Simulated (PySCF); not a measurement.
Spin states of S₂

Unrestricted PBE0; S def2-SVPD; no relativity (PySCF 2.14). Outer shells of the fragments: S 3s2 3p4; S 3s2 3p4.

Followed along the bond (rough minima from three points):

```json
{"2Ms+1": "3", "unpaired": "π ↑↑", "⟨S²⟩ at the start": "2.01", "R at minimum (Å)": "1.91", "Te (eV)": "0.00"}
{"2Ms+1": "1", "unpaired": "π ↑↓", "⟨S²⟩ at the start": "1.01", "R at minimum (Å)": "1.91", "Te (eV)": "0.24"}
{"2Ms+1": "1", "unpaired": "none", "⟨S²⟩ at the start": "0.00", "R at minimum (Å)": "1.91", "Te (eV)": "1.07"}
{"2Ms+1": "5", "unpaired": "σ ↑, π ↑↑↑", "⟨S²⟩ at the start": "6.01", "R at minimum (Å)": "none in the scan", "Te (eV)": "≤ 4.68"}
```

Solutions found at the starting distance of 1.970 Å, counted from the lowest of them; the search is not exhaustive and high or unbound solutions are not listed, so other states can lie among these:

```tsv
2Ms+1	unpaired	term	E (eV)	⟨S²⟩	⟨Lz²⟩
3	π ↑↑	³Σ⁻	0.00	2.01	0.00
1	π ↑↓	mixed	0.24	1.01	2.02
1	none	mixed	1.07	0.00	2.00
3	π ↑↑	mixed	2.96	2.01	2.02
3	σ ↑, π ↑	³Π	4.42	2.01	1.01
3	σ ↑, π ↑	³Π	4.52	2.01	1.01
1	σ ↓, π ↑	mixed	4.67	1.01	1.01
1	σ ↓, π ↑	mixed	4.89	1.01	1.01
5	σ ↑, π ↑↑↑	⁵Π	5.78	6.01	1.01
3	σ ↑, π ↑↑↓	mixed	6.44	3.02	3.03
```

A term symbol is given only where ⟨S²⟩ and ⟨Lz²⟩ are close to those of a pure state; real π, δ and φ orbitals otherwise mix terms, and g/u labels are left off.

The measured ground state is X ³Σg- (Huber and Herzberg, Constants of Diatomic Molecules (1979)).

Counting both spins, an empty level lies below a filled one in some of these solutions, because spin and occupation are held.
